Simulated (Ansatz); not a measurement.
Consider a ladder of basis sets of FH2Si, SMILES F[SiH2] (the Ansatz DFT code, driven from Python).

The script, `basis.py`:
```python
"""Basis-set convergence for FH2Si."""

import warnings

import ansatz as az
from ase import Atoms

SETTINGS = {
    "xc": "b3lyp",
}

warnings.simplefilter("ignore", az.DeckWarning)

atoms = Atoms(["F", "Si", "H", "H"], positions=[
    (1.20559, 0.64754, -0.42551),
    (-0.12215, -0.26492, -0.24687),
    (-1.21993, 0.67852, -0.26164),
    (0.13649, -1.06114, 0.93402),
])
system = az.Crystal.molecule_from_ase(atoms)

calc = (
    system.calculation()
    .functional(SETTINGS["xc"])
    .spin("collinear", total=1)
)

energies = {}
for basis in ["cc-pVDZ", "cc-pVTZ"]:
    report = calc.basis(gaussian=basis).run(threads=1).report
    size = report["n_frozen"] + report["n_occupied"][0] + report["n_virtual"][0]
    energies[basis] = (report["reference_energy_ev"] / 27.211386246, report["free_energy_ev"] / 27.211386246)
    print(f"{basis:14s} {size:4d} orbitals  reference {energies[basis][0]:14.6f} Ha  total {energies[basis][1]:14.6f} Ha")

last = energies["cc-pVTZ"][1]
for basis, (_, total) in energies.items():
    print(f"{basis:14s} lies {27.211386 * (total - last):9.4f} eV above cc-pVTZ")
```

How far does the total energy move along this ladder of basis sets?

Against cc-pVDZ: cc-pVTZ -64.5 mHa. The last step alone is -64.51 mHa. From the first set to the last the time grows from 1.1 to 1.6 s.

The run itself:

```console
$ python basis.py
cc-pVDZ          42 orbitals  reference    -390.539722 Ha  total    -390.539722 Ha
cc-pVTZ          92 orbitals  reference    -390.604233 Ha  total    -390.604233 Ha
cc-pVDZ        lies    1.7555 eV above cc-pVTZ
cc-pVTZ        lies    0.0000 eV above cc-pVTZ
```

The drop along the ladder measures the basis error, and is no property of the molecule. The geometry is a force-field or estimated start, not a minimum of this method, and the last set is no limit. Much of the fall in a total is atomic energy, which cancels in bond and reaction energies. The species is open-shell (spin multiplicity 2). b3lyp holds the VWN-RPA fit, as in Gaussian; the form of ORCA and Turbomole is b3lyp5. For Al to Cl the sets with a tight d function, cc-pV(X+d)Z, are usual. Wall time of the script: 3.2 s on 1 thread of Intel(R) Xeon(R) Platinum 8259CL CPU @ 2.50GHz (Skylake/Cascade Lake) (shared host), peak memory 0.22 GiB.
